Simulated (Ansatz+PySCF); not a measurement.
doublet C₂H₂F: levels of theory in one basis

```csv
atom,x (Å),y (Å),z (Å)
F,0.0000,-0.0800,-1.8660
C,0.0000,0.5192,-0.6963
C,0.0000,0.0122,0.5147
H,0.0000,0.6635,1.3767
H,0.0000,-1.1150,0.6709
```

Basis set: cc-pVTZ (spherical functions). Frozen core: 3 orbitals. Correlation on ROHF uses semicanonical orbitals with singles. Charge 0, multiplicity 2.

Computed with Ansatz (development build ahead of 0.2.0) and PySCF 2.14.0; each method stands on the lowest determinant of its kind that the runs found.

| method | E − E(ROHF) (eV) | <S²> of the determinant |
| --- | --- | --- |
| ROHF | 0.00 | 0.75 |
| UHF | -0.22 | 0.94 |
| ROHF-MP2 | -14.79 | – |
| UHF-MP2 | -14.56 | 0.94 |

Problem. What does ROHF-CCSD(T) give on the same scale?

Solution. -15.93 eV.

Caution for UHF, UHF-MP2: the unrestricted determinant is spin contaminated. Caution for ROHF-MP2, UHF-MP2: forces differ strongly between restricted and unrestricted references.
